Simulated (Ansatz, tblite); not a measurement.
# SiH2MeCl (CH₅ClSi): rung by rung

One table from this session's results is given with a row withheld; the runs are named, their logs left out.

Program: Ansatz 0.2.0, Gaussian basis. Level of theory: as each input shows. These are calculated values, not measurements.

The runs, in order: GFN1-xTB, GFN2-xTB, PBE-D4/def2-TZVP, r2SCAN-D4/def2-TZVP, B3LYP-D4/def2-TZVP, LDA/def2-TZVP, ωB97X-V/def2-TZVP, ωB97M-V/def2-TZVP, B97M-V/def2-TZVP, HSE06-D4/def2-TZVP, LC-ωPBE/def2-TZVP, PBE-D4/def2-SVP, PBE0-D4/def2-SVP, HF/STO-3G, HF/6-31G, B3LYP-D4/6-31G, CCSD(T)/def2-TZVPP, MP2/def2-TZVP, RPA/def2-TZVP.

1 further run of the same task is left out (it didn't finish). Runs told in other sessions of the task aren't counted.

**The structure**

The geometry is that of the singlet, from an earlier relaxation (r2SCAN-D4/def2-TZVP).

8 atoms, charge 0, spin multiplicity 1.

Bond lengths: Si1–H2 1.483 Å, Si1–H3 1.483 Å, Si1–C4 1.857 Å, Si1–Cl8 2.065 Å, C4–H5 1.094 Å, C4–H6 1.092 Å, C4–H7 1.092 Å. Angles: H2–Si1–H3 109.4°, H2–Si1–C4 111.5°, H2–Si1–Cl8 107.3°, H3–Si1–C4 111.5°, H3–Si1–Cl8 107.3°, C4–Si1–Cl8 109.7°, Si1–C4–H5 110.1°, Si1–C4–H6 110.9°, Si1–C4–H7 111.0°, H5–C4–H6 108.2°, H5–C4–H7 108.2°, H6–C4–H7 108.3°.

Geometry (Å):

```
Si    0.45118   -0.64695    0.32699
H     0.43532   -0.69900    1.80852
H     1.85300   -0.70254   -0.15223
C    -0.42542    0.86167   -0.30905
H     0.06683    1.76574    0.06038
H    -1.46509    0.87840    0.02435
H    -0.41476    0.88861   -1.40060
Cl   -0.50105   -2.34593   -0.35837
```

PBE0-D4/def2-TZVP was run before; its log isn't repeated, and its numbers join the tables.

The first run:

Tight binding, by tblite at 300 K electronic temperature and without a spin-polarisation term:

```python
tblite.interface.Calculator('GFN1-xTB', numbers, positions, charge=0, uhf=0).singlepoint()
```

Tight binding, by tblite at 300 K electronic temperature and without a spin-polarisation term:

```python
tblite.interface.Calculator('GFN2-xTB', numbers, positions, charge=0, uhf=0).singlepoint()
```

start.molden holds the orbitals of an earlier run on this state, given as this run's starting guess.

The input, in.yaml:

```yaml
crystal:
  periodic: [false, false, false]
  atoms:
    - {symbol: Si, position_ang: [0.451177, -0.646953, 0.326995]}
    - {symbol: H, position_ang: [0.435320, -0.699004, 1.808525]}
    - {symbol: H, position_ang: [1.853003, -0.702536, -0.152226]}
    - {symbol: C, position_ang: [-0.425422, 0.861668, -0.309054]}
    - {symbol: H, position_ang: [0.066826, 1.765743, 0.060378]}
    - {symbol: H, position_ang: [-1.465087, 0.878395, 0.024347]}
    - {symbol: H, position_ang: [-0.414765, 0.888611, -1.400598]}
    - {symbol: Cl, position_ang: [-0.501051, -2.345935, -0.358367]}
basis:
  gaussian: {orbitals: def2-TZVP, initial_orbitals: start.molden}
hamiltonian: {xc: pbe, dispersion: d4}
scf: {omitted_lower_state_checks: [starts]}
output: {orbitals: {seedname: orbitals}}
```

On the command line:

```
$ ansatz run in.yaml --threads 4 --pin off --events-out ev --progress --plain --max-ram 3916MiB
```

Steps of the session up to this table: PBE-D4/def2-TZVP; r2SCAN-D4/def2-TZVP; B3LYP-D4/def2-TZVP; LDA/def2-TZVP; ωB97X-V/def2-TZVP; ωB97M-V/def2-TZVP; B97M-V/def2-TZVP; HSE06-D4/def2-TZVP; LC-ωPBE/def2-TZVP; PBE-D4/def2-SVP; PBE0-D4/def2-SVP; HF/STO-3G; HF/6-31G; B3LYP-D4/6-31G; CCSD(T)/def2-TZVPP; MP2/def2-TZVP; RPA/def2-TZVP.

One of the session's tables, all rows but one given; the rest of the session is left out.

It belongs to the step «Levels side by side». 

```
              level  HOMO (eV)  LUMO (eV)  gap (eV)
          HF/STO-3G      -9.94       9.67     19.61
           HF/6-31G     -11.93       3.42     15.35
      LDA/def2-TZVP      -7.46      -0.70      6.76
    PBE-D4/def2-SVP      -7.18      -0.05      7.12
   PBE-D4/def2-TZVP      -7.39      -0.44      6.95
r2SCAN-D4/def2-TZVP      -7.74       0.01      7.74
   B97M-V/def2-TZVP      -7.84      -0.15      7.69
     B3LYP-D4/6-31G      -8.37       0.13      8.51
 B3LYP-D4/def2-TZVP          ?          ?         ?
   PBE0-D4/def2-SVP      -8.61       0.86      9.46
  PBE0-D4/def2-TZVP      -8.75       0.46      9.21
 HSE06-D4/def2-TZVP      -8.35       0.08      8.43
  LC-ωPBE/def2-TZVP     -11.53       2.66     14.19
  ωB97X-V/def2-TZVP     -11.16       2.51     13.67
  ωB97M-V/def2-TZVP     -11.00       2.17     13.17
```

Q: Estimate the row for B3LYP-D4/def2-TZVP from the others.

**Answer.** HOMO (eV): -8.50; LUMO (eV): 0.24; gap (eV): 8.74. In the column «HOMO (eV)» it lies between PBE0-D4/def2-SVP (-8.61) and B3LYP-D4/6-31G (-8.37).
